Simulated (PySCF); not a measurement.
C3H6, SMILES CC=C.

The structure is a stationary point at r2SCAN-D4/def2-TZVP.

Calculation: PySCF with SMD-B3LYP/def2-SVP.

Solvation free energies are E(SMD) − E(gas) at the gas-phase geometry, for 1 M in both phases. In vacuum the dipole moment is 0.41 D.

```
solvent            ΔG(solv) (kcal/mol)  its non-electrostatic (CDS) part  dipole (D)
-----------------  -------------------  --------------------------------  ----------
water                              1.6                               3.2        0.59
dimethylsulfoxide                 -0.4                               1.1        0.59
ethylethanoate              (withheld)                        (withheld)  (withheld)
```

Q: What belongs in the gaps? (Estimate from the structure and the level; the computed values follow.)

A: 
- ethylethanoate, ΔG(solv) (kcal/mol): -1.6
- ethylethanoate, its non-electrostatic (CDS) part: -0.3
- ethylethanoate, dipole (D): 0.55
